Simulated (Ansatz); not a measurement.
# H2F (doublet): from Hartree-Fock to the top rungs at distance H1–H2 along a hydrogen transfer = 0.885 Å, cc-pVDZ

How much of the correlation energy of H2F (doublet) does each wave-function method recover here?

Program: Ansatz 0.2.0, Gaussian basis. Level of theory: cc-pVDZ, core rule «outside noble gas», up to 1 orbitals frozen. These are calculated values, not measurements.

To be run: UHF; CCSD(T) on ROHF; CCSD(T) on UHF; BCCD(T) on ROHF; CISD; CCSDT(Q) on ROHF; CCSDT(Q) on UHF; CCSDTQ on ROHF; CCSDTQ on UHF; CASSCF and MRCISD+Q, 3 electrons in 3 orbitals; CASSCF and NEVPT2, 3 electrons in 3 orbitals; CASSCF and MRCISD+Q, 9 electrons in 6 orbitals; CASSCF and NEVPT4(SD), 9 electrons in 6 orbitals; CASSCF and NEVPT2, 9 electrons in 6 orbitals; Full CI.

## Step 1: What is computed

The geometry derives from fragments relaxed apart (PBE0/def2-TZVP) and kept rigid, so it is no stationary point. A hydrogen atom is moved between rigid fragments.

3 atoms, charge 0, spin multiplicity 2.

Atoms are counted from 1 here; the program's logs count them from 0.

No contacts short enough for the rule that draws bonds.

## Step 2: UHF

The input, in.yaml:

```yaml
crystal:
  periodic: [false, false, false]
  atoms:
    - {symbol: H, position_ang: [0.000000, 0.000000, -1.007000]}
    - {symbol: H, position_ang: [0.000000, 0.000000, -0.122000]}
    - {symbol: F, position_ang: [0.000000, 0.000000, 1.129000]}
basis:
  gaussian: {orbitals: cc-pVDZ}
magnetization: {spin_polarized: true, initial_magnetization: 1}
hamiltonian: {xc: hf}
output: {orbitals: {seedname: orbitals}}
```

Command:

```
$ ansatz run in.yaml --threads 1 --pin off --events-out ev --progress --plain --max-ram 2816MiB --backend cpu
```

The runs that follow: CCSD(T) on ROHF; CCSD(T) on UHF; BCCD(T) on ROHF; CISD; CCSDT(Q) on ROHF; CCSDT(Q) on UHF; CCSDTQ on ROHF; CCSDTQ on UHF; CASSCF and MRCISD+Q, 3 electrons in 3 orbitals; CASSCF and NEVPT2, 3 electrons in 3 orbitals; CASSCF and MRCISD+Q, 9 electrons in 6 orbitals; CASSCF and NEVPT4(SD), 9 electrons in 6 orbitals; CASSCF and NEVPT2, 9 electrons in 6 orbitals; Full CI.

**Question.** What will the summary of the whole plan be? Wanted: FCI below the RHF energy; RMP2 from FCI; UMP2 from FCI; RCCSD from FCI; RCCSD(T) from FCI; UCCSD(T) from FCI; RCCSDT(Q) from FCI; UCCSDT(Q) from FCI; NEVPT2 pair from FCI.

As calculated:

| quantity | value |
| --- | --- |
| FCI below the RHF energy | -6.2757 eV |
| RMP2 from FCI | +16.39 kcal/mol |
| UMP2 from FCI | +14.72 kcal/mol |
| RCCSD from FCI | +2.10 kcal/mol |
| RCCSD(T) from FCI | +0.44 kcal/mol |
| UCCSD(T) from FCI | +0.41 kcal/mol |
| RCCSDT(Q) from FCI | 0.00 kcal/mol |
| UCCSDT(Q) from FCI | 0.00 kcal/mol |
| NEVPT2 pair from FCI | +8.14 kcal/mol |
| MRCISD+Q pair from FCI | +1.42 kcal/mol |
| NEVPT2 valence from FCI | +18.15 kcal/mol |
| levels within 1 kcal/mol (43 meV) | RCCSD(T), UCCSD(T), BCCD(T), RCCSDT, UCCSDT, RCCSDT(Q), UCCSDT(Q), RCCSDTQ, UCCSDTQ |
| T1 diagnostic | 0.052 |
| effectively unpaired electrons | 1.02 |

In words: RCCSD(T) misses by +0.44 kcal/mol, 0.3 % of the correlation energy. The occupations are near whole numbers, but T1 = 0.052 shows that the orbitals relax strongly. Of the multireference levels listed MRCISD+Q valence comes nearest in total energy (+1.27 kcal/mol), which doesn't show that its space is the better one. These misses are within one basis, not against nature; the frozen cores of restricted and unrestricted runs differ, which can shift their rows.
